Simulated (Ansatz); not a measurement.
# Si₂H₆O: one species, many methods

One table from this session's results is given with a row withheld; the runs are named, their logs left out.

Program: Ansatz 0.2.0, Gaussian basis. Level of theory: functionals in def2-TZVPP, the program's frozen cores in correlated methods. These are calculated values, not measurements.

The runs, in order: LDA (SPW92), PBE-D4, revPBE-D4, BLYP-D4, r2SCAN-D4, B97M-V, PBE0-D4, B3LYP-D4, r2SCANh-D4, r2SCAN0-D4, HSE06-D4, BHLYP-D4, CAM-B3LYP-D4, LC-ωPBE, ωB97X-V, ωB97M-V, B2PLYP, PBE-QIDH; CCSD(T)/def2-SVP; CCSD(T)/def2-TZVPP; MP2/def2-QZVPP; extrapolation to the limit; RPA on PBE.

## The geometry

An earlier PBE0-D4 in a triple-zeta def2 set relaxation fixed the geometry.

SMILES `O[SiH2][SiH3]`, 9 atoms, charge 0, spin multiplicity 1.

Atoms are counted from 1 here; the program's logs count them from 0.

Bond lengths: O1–Si2 1.654 Å, O1–H4 0.958 Å, Si2–Si3 2.348 Å, Si2–H5 1.493 Å, Si2–H6 1.484 Å, Si3–H7 1.489 Å, Si3–H8 1.491 Å, Si3–H9 1.488 Å. Angles: Si2–O1–H4 117.6°, O1–Si2–Si3 112.4°, O1–Si2–H5 111.3°, O1–Si2–H6 105.5°, Si3–Si2–H5 108.5°, Si3–Si2–H6 110.6°, H5–Si2–H6 108.5°, Si2–Si3–H7 110.0°, Si2–Si3–H8 110.1°, Si2–Si3–H9 111.4°, H7–Si3–H8 108.3°, H7–Si3–H9 108.8°, H8–Si3–H9 108.2°.

The first run:

The input, in.yaml:

```yaml
crystal:
  periodic: [false, false, false]
  atoms:
    - {symbol: O, position_ang: [-1.609011, 1.039912, -0.762026]}
    - {symbol: Si, position_ang: [0.004768, 0.933111, -0.415901]}
    - {symbol: Si, position_ang: [0.544166, -1.038426, 0.738615]}
    - {symbol: H, position_ang: [-1.996565, 0.341446, -1.290755]}
    - {symbol: H, position_ang: [0.830649, 0.994491, -1.657769]}
    - {symbol: H, position_ang: [0.311408, 2.125165, 0.412986]}
    - {symbol: H, position_ang: [2.012905, -1.104762, 0.974460]}
    - {symbol: H, position_ang: [0.146239, -2.228223, -0.066242]}
    - {symbol: H, position_ang: [-0.155958, -1.109114, 2.049534]}
basis:
  gaussian: {orbitals: def2-TZVPP}
hamiltonian: {xc: lda}
output: {orbitals: {seedname: orbitals}}
```

Steps of the session up to this table: LDA; PBE-D4 (GGA); revPBE-D4 (GGA); BLYP-D4 (GGA); r2SCAN-D4 (meta-GGA); B97M-V (meta-GGA); PBE0-D4 (hybrid); B3LYP-D4 (hybrid); r2SCANh-D4 (hybrid); r2SCAN0-D4 (hybrid); HSE06-D4 (hybrid); BHLYP-D4 (hybrid); CAM-B3LYP-D4 (range-separated); LC-ωPBE-D4 (range-separated; the results give it without D4); ωB97X-V (range-separated); ωB97M-V (range-separated); B2PLYP (double hybrid); PBE-QIDH (double hybrid).

One of the session's tables, all rows but one given; the rest of the session is left out.

It belongs to the step «Orbital energies across the functionals». 

```
  functional  HOMO (eV)  gap (eV)
 LDA (SPW92)      -6.72      5.19
      PBE-D4      -6.63      5.30
   revPBE-D4      -6.60      5.36
     BLYP-D4      -6.53      5.33
   r2SCAN-D4      -6.92      5.94
      B97M-V      -7.05      5.82
     PBE0-D4          ?         ?
    B3LYP-D4      -7.67      6.98
  r2SCANh-D4      -7.37      6.68
  r2SCAN0-D4      -8.04      7.78
    HSE06-D4      -7.47      6.62
    BHLYP-D4      -8.99      9.39
CAM-B3LYP-D4      -9.18      9.70
     LC-ωPBE     -10.47     12.17
     ωB97X-V     -10.16     11.71
     ωB97M-V      -9.94     11.16
```

Estimate the missing values for PBE0-D4.

**Answer.** HOMO (eV): -7.86; gap (eV): 7.39. In the column «HOMO (eV)» it lies between r2SCAN0-D4 (-8.04) and B3LYP-D4 (-7.67).
